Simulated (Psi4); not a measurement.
**One shape, several levels: doublet [BF2]2+**

We compute a comparison of 6 runs (UHF/STO-3G, UHF/3-21G, U-wB97M-V/cc-pVTZ, U-wB97X-V/cc-pVTZ, UBHLYP/cc-pVTZ, UDSD-PBEP86/cc-pVTZ) of doublet [BF2]2+. 

Program for the calculation: Psi4 1.11.

3 further runs of the same task are left out: 2 that didn't finish, 1 set aside as unsound or not needed.

**1. The system as given**

[BF2]2+: 3 atoms, total charge +2, spin state doublet. SMILES of the parent species: `F[B+]F`. Geometry: relaxed at PBE0-D4/def2-TZVP. That shape belongs to the parent species and isn't relaxed for this state.

Bond lengths: F1–B2 1.226 Å, B2–F3 1.226 Å. Angles: F1–B2–F3 180.0°.

**2. Energy and forces at UHF/STO-3G (run 1)**

Input file run.py:

```python
import psi4

psi4.set_memory('2200 MB')
psi4.set_num_threads(1)
psi4.set_output_file('bf2.out', False)

m = psi4.geometry("""
2 2
F      0.329710     1.140520     0.307700
B      0.000000     0.000000     0.000000
F     -0.329720    -1.140520    -0.307700
units angstrom
symmetry c1
""")

psi4.set_options({
    'basis': 'STO-3G',
    'reference': 'uhf',
    'puream': True,
    'e_convergence': 1e-09,
    'd_convergence': 1e-08,
    'scf_type': 'pk',
    'maxiter': 100,
})

result, w = psi4.gradient('scf', return_wfn=True)
psi4.oeprop(w, 'LOWDIN_CHARGES', 'MULLIKEN_CHARGES', 'DIPOLE')
print('gradient / Eh bohr^-1')
print(result.np.round(6))
print(f'energy = {w.energy():.10f} Eh')
for k, v in sorted(psi4.core.scalar_variables().items()):
    print(f'{k:45s} {v:18.10f}')
```

On the command line:

```bash
$ python run.py
```

bf2.out:

```text
[...]
  Running in c1 symmetry.
[...]
  Nuclear repulsion =   56.306969287117830
[...]
  Multiplicity = 2
[...]
  Nalpha       = 11
  Nbeta        = 10
[...]
    Number of basis functions: 15
[...]
   @UHF iter   1:  -219.34268691402127    8.60734e-02   1.65796e-02 ADIIS/DIIS
[...]
   @UHF iter  14:  -219.42469243998249   -9.09495e-13   8.79870e-09 DIIS
[...]
   @S^2 Observed:                9.446378130E-01
[...]
  @UHF Final Energy:  -219.42469243998249
   => Energetics <=
    Nuclear Repulsion Energy =             56.3069692871178304
    One-Electron Energy =                -399.4738026739888710
    Two-Electron Energy =                 123.7421409468885258
    Total Energy =                       -219.4246924399824934
  UHF NO Occupations:
  HONO-2 :    9  A 1.9980864
  HONO-1 :   10  A 1.9011321
[...]
  -Total Gradient:
     Atom            X                  Y                   Z
    ------   -----------------  -----------------  -----------------
       1       -0.000000192020     0.000000033931    -0.146148471163
       2       -0.000000760860    -0.000000150899    -0.000017506743
       3        0.000000952880     0.000000116968     0.146165977906
[...]
 Multipole Moments:
 ------------------------------------------------------------------------------------
     Multipole            Electronic (a.u.)      Nuclear  (a.u.)        Total (a.u.)
 ------------------------------------------------------------------------------------
 L = 1.  Multiply by 2.5417464519 to convert [e a0] to [Debye]
 Dipole X            :          0.0000110           -0.0000015            0.0000095
 Dipole Y            :          0.0000015           -0.0000001            0.0000014
 Dipole Z            :         -0.0000606           -0.0000004           -0.0000610
 Magnitude           :                                                    0.0000617
[...]
  Mulliken Charges: (a.u.)
   Center  Symbol    Alpha    Beta     Spin     Total
       1     F     4.70212  3.92695  0.77517  0.37093
       2     B     1.59575  2.14612 -0.55038  1.25813
       3     F     4.70213  3.92692  0.77521  0.37094
   Total alpha = 11.00000, Total beta = 10.00000, Total charge =  2.00000
  Lowdin Charges: (a.u.)
   Center  Symbol    Alpha    Beta     Spin     Total
       1     F     4.59749  3.84338  0.75411  0.55913
       2     B     1.80501  2.31328 -0.50827  0.88171
       3     F     4.59750  3.84335  0.75416  0.55915
[...]
```

Standard output:

```text
gradient / Eh bohr^-1
[[-0.00000e+00  0.00000e+00 -1.46148e-01]
 [-1.00000e-06 -0.00000e+00 -1.80000e-05]
 [ 1.00000e-06  0.00000e+00  1.46166e-01]]
energy = -219.4246924400 Eh
CURRENT ENERGY                                   -219.4246924400
CURRENT REFERENCE ENERGY                         -219.4246924400
DD SOLVATION ENERGY                                 0.0000000000
HF KINETIC ENERGY                                 213.6004892928
HF POTENTIAL ENERGY                              -433.0251817327
HF TOTAL ENERGY                                  -219.4246924400
HF VIRIAL RATIO                                     2.0272668062
NUCLEAR REPULSION ENERGY                           56.3069692871
ONE-ELECTRON ENERGY                              -399.4738026740
PCM POLARIZATION ENERGY                             0.0000000000
PE ENERGY                                           0.0000000000
SCF ITERATION ENERGY                             -219.4246924400
SCF ITERATIONS                                     14.0000000000
SCF TOTAL ENERGY                                 -219.4246924400
TWO-ELECTRON ENERGY                               123.7421409469
```

It took 3.6 s on 1 thread of Intel Xeon at 2.50GHz (Skylake/Cascade Lake), shared host; peak memory 0.18 GiB.

**3. A single-point energy at UHF/3-21G (run 2)**

Input file bf2.xyz:

```xyz
3
BF2
F      0.329710     1.140520     0.307700
B      0.000000     0.000000     0.000000
F     -0.329720    -1.140520    -0.307700
```

Input file calc.py:

```python
import psi4

psi4.set_memory(2200000000)
psi4.set_num_threads(1)
psi4.core.set_output_file('psi4.out', False)

with open('bf2.xyz') as f:
    atoms = ''.join(f.readlines()[2:])
geom = psi4.geometry('2 2\n' + atoms + 'symmetry c1\nno_reorient\nno_com')

options = {'basis': '3-21G', 'reference': 'uhf', 'puream': True, 'e_convergence': 1e-09, 'd_convergence': 1e-08, 'scf_type': 'pk', 'maxiter': 100}
psi4.set_options(options)

e = psi4.energy("hf", molecule=geom)
print(f'hf energy: {e:.10f} Eh')
for k, v in sorted(psi4.core.scalar_variables().items()):
    print(f'{k:45s} {v:18.10f}')
```

On the command line:

```bash
$ python calc.py
```

psi4.out:

```text
[...]
  Running in c1 symmetry.
[...]
  Nuclear repulsion =   56.306969287117830
[...]
  Multiplicity = 2
[...]
  Nalpha       = 11
  Nbeta        = 10
[...]
    Number of basis functions: 27
[...]
   @UHF iter   1:  -221.02712115256685    7.91233e-01   1.45737e-02 DIIS/ADIIS
[...]
   @UHF iter  15:  -221.12873513303890    1.21076e-11   3.24233e-09 DIIS
[...]
   @S^2 Observed:                8.994834306E-01
[...]
    Orbital Energies [Eh]
    ---------------------
    Alpha Occupied:
       1A    -27.141501     2A    -27.140401     3A     -8.555350
       4A     -2.547803     5A     -2.539585     6A     -1.624577
       7A     -1.618680     8A     -1.611812     9A     -1.586535
      10A     -1.562453    11A     -1.514613
    Alpha Virtual:
      12A     -0.496696    13A     -0.496177    14A     -0.494701
      15A     -0.127089    16A     -0.044519    17A     -0.040381
      18A      0.246555    19A      0.353208    20A      1.309092
      21A      1.359957    22A      1.562583    23A      1.611633
      24A      1.635785    25A      1.668233    26A      3.003390
[...]
  @UHF Final Energy:  -221.12873513303890
   => Energetics <=
    Nuclear Repulsion Energy =             56.3069692871178304
    One-Electron Energy =                -402.4095505896485747
    Two-Electron Energy =                 124.9738461694918215
    Total Energy =                       -221.1287351330389015
  UHF NO Occupations:
  HONO-2 :    9  A 1.9986955
  HONO-1 :   10  A 1.9250969
[...]
 Multipole Moments:
 ------------------------------------------------------------------------------------
     Multipole            Electronic (a.u.)      Nuclear  (a.u.)        Total (a.u.)
 ------------------------------------------------------------------------------------
 L = 1.  Multiply by 2.5417464519 to convert [e a0] to [Debye]
 Dipole X            :          0.0001847           -0.0001701            0.0000146
 Dipole Y            :          0.0000592            0.0000000            0.0000592
 Dipole Z            :          0.0000159            0.0000000            0.0000159
 Magnitude           :                                                    0.0000630
[...]
```

On the terminal:

```text
hf energy: -221.1287351330 Eh
CURRENT ENERGY                                   -221.1287351330
CURRENT REFERENCE ENERGY                         -221.1287351330
DD SOLVATION ENERGY                                 0.0000000000
HF KINETIC ENERGY                                 220.2910627457
HF POTENTIAL ENERGY                              -441.4197978788
HF TOTAL ENERGY                                  -221.1287351330
HF VIRIAL RATIO                                     2.0038025709
NUCLEAR REPULSION ENERGY                           56.3069692871
ONE-ELECTRON ENERGY                              -402.4095505896
PCM POLARIZATION ENERGY                             0.0000000000
PE ENERGY                                           0.0000000000
SCF ITERATION ENERGY                             -221.1287351330
SCF ITERATIONS                                     15.0000000000
SCF TOTAL ENERGY                                 -221.1287351330
TWO-ELECTRON ENERGY                               124.9738461695
```

Run time: 3.9 s. Hardware: 1 thread of Intel Xeon at 2.50GHz (Skylake/Cascade Lake), shared host; peak memory 0.18 GiB.

Runs 3 to 5 aren't shown in full; the table further down has their settings and results.

**4. A single-point energy at UDSD-PBEP86/cc-pVTZ (density fitting for correlation) (run 6)**

Input file bf2.json:

```json
{
  "schema_name": "qcschema_input",
  "schema_version": 1,
  "molecule": {
    "schema_name": "qcschema_molecule",
    "schema_version": 2,
    "symbols": ["F", "B", "F"],
    "geometry": [0.6230616, 2.15527044, 0.58146873, 0.0, 0.0, 0.0, -0.6230805, -2.15527044, -0.58146873],
    "molecular_charge": 2,
    "molecular_multiplicity": 2,
    "fix_symmetry": "c1"
  },
  "driver": "energy",
  "model": {
    "method": "dsd-pbep86",
    "basis": "cc-pVTZ"
  },
  "keywords": {
    "reference": "uks",
    "puream": true,
    "e_convergence": 1e-09,
    "d_convergence": 1e-08,
    "scf_type": "pk",
    "dft_radial_points": 99,
    "dft_spherical_points": 590,
    "num_frozen_docc": 3,
    "maxiter": 100
  }
}
```

On the command line:

```bash
$ psi4 --qcschema bf2.json -n 1 --memory 2200MB
```

stdout:

```text
[...]
  Running in c1 symmetry.
[...]
  Nuclear repulsion =   56.306969289983982
[...]
  Multiplicity = 2
[...]
  Nalpha       = 11
  Nbeta        = 10
[...]
    Number of basis functions: 90
[...]
   @UKS iter   1:  -222.70839233856253    7.70239e-01   3.83694e-03 ADIIS/DIIS
[...]
   @UKS iter  15:  -222.78263011209188    1.24544e-10   6.65055e-09 DIIS
[...]
   @S^2 Observed:                8.321054766E-01
[...]
    Orbital Energies [Eh]
    ---------------------
    Alpha Occupied:
       1A    -26.639140     2A    -26.639107     3A     -8.236810
       4A     -2.366883     5A     -2.357831     6A     -1.521805
       7A     -1.520155     8A     -1.509525     9A     -1.474799
      10A     -1.449430    11A     -1.406815
    Alpha Virtual:
      12A     -0.545428    13A     -0.541463    14A     -0.537822
      15A     -0.256805    16A     -0.236545    17A     -0.234746
      18A     -0.184719    19A     -0.108649    20A     -0.108512
      21A      0.090953    22A      0.108940    23A      0.171227
      24A      0.176852    25A      0.344802    26A      0.367567
[...]
  @UKS Final Energy:  -222.78263011209188
   => Energetics <=
    Nuclear Repulsion Energy =             56.3069692899839822
    One-Electron Energy =                -405.1345622652352176
    Two-Electron Energy =                 132.9169713135524376
    DFT Exchange-Correlation Energy =      -6.8720084503930483
    Empirical Dispersion Energy =           0.0000000000000000
    VV10 Nonlocal Energy =                  0.0000000000000000
    Total Energy =                       -222.7826301120918799
[...]
 Multipole Moments:
 ------------------------------------------------------------------------------------
     Multipole            Electronic (a.u.)      Nuclear  (a.u.)        Total (a.u.)
 ------------------------------------------------------------------------------------
 L = 1.  Multiply by 2.5417464519 to convert [e a0] to [Debye]
 Dipole X            :          0.0000127           -0.0000015            0.0000112
 Dipole Y            :          0.0000009           -0.0000001            0.0000008
 Dipole Z            :          0.0001420           -0.0000004            0.0001416
 Magnitude           :                                                    0.0001420
[...]
```

The result, in JSON:

```text
{
 "driver": "energy",
 "model": {
  "method": "dsd-pbep86",
  "basis": "cc-pVTZ"
 },
 "success": true,
 "return_result": -223.06031650595733,
 "properties": {
  "calcinfo_nbasis": 90,
  "calcinfo_nmo": 90,
  "calcinfo_nalpha": 11,
  "calcinfo_nbeta": 10,
  "calcinfo_natom": 3,
  "nuclear_repulsion_energy": 56.30696928998398,
  "return_energy": -223.06031650595733,
  "scf_one_electron_energy": -405.1345622652352,
  "scf_two_electron_energy": 132.91697131355244,
  "scf_xc_energy": -6.872008450393048,
  "scf_dipole_moment": [1.1208904917544254e-05, 7.947682274118743e-07, 0.00014158067846736788],
  "scf_total_energy": -222.78263011209188,
  "scf_iterations": 15
 }
}
```

Wall time 21 s (1 thread of Intel Xeon at 2.50GHz (Skylake/Cascade Lake), shared host); peak memory 0.73 GiB.

**5. All runs side by side**

| run | level | task | integration grid | energy (Eh) | HOMO energy (eV) | LUMO energy (eV) | ⟨S²⟩ | wall time |
| --- | --- | --- | --- | --- | --- | --- | --- | --- |
| 1 | UHF/STO-3G | gradient | – | -219.424692 | -33.84 | -21.19 | 0.945 | 3.6 s |
| 2 | UHF/3-21G | energy | – | -221.128735 | -34.45 | -23.86 | 0.899 | 3.9 s |
| 3 | U-wB97M-V/cc-pVTZ | energy | 99 radial × 590 angular | -223.324382 | -35.04 | -27.42 | 0.771 | 79 s |
| 4 | U-wB97X-V/cc-pVTZ | energy | 99 radial × 590 angular | -223.297562 | -35.11 | -27.47 | 0.771 | 51 s |
| 5 | UBHLYP/cc-pVTZ | energy | 99 radial × 590 angular | -223.288543 | -33.42 | -28.15 | 0.795 | 26 s |
| 6 | UDSD-PBEP86/cc-pVTZ (density fitting for correlation) | energy | 99 radial × 590 angular | -223.060317 | -33.43 | -26.21 | 0.832 | 21 s |

**6. What came out**

```
                                                       quantity          value
                                            run 6: total energy  -223.06032 Eh
run 6: HOMO energy (SCF part's orbitals) (highest over α and β)      -33.43 eV
 run 6: LUMO energy (SCF part's orbitals) (lowest over α and β)      -26.21 eV
                                                    run 6: ⟨S²⟩          0.832
```

Totals of different functionals can't be ranked against each other. In run 1 the basis is minimal, so the values are rough. Spin contamination of the reference: run 1 ⟨S²⟩ = 0.94, run 2 ⟨S²⟩ = 0.90. All runs together took 3.1 min, the longest 79 s.
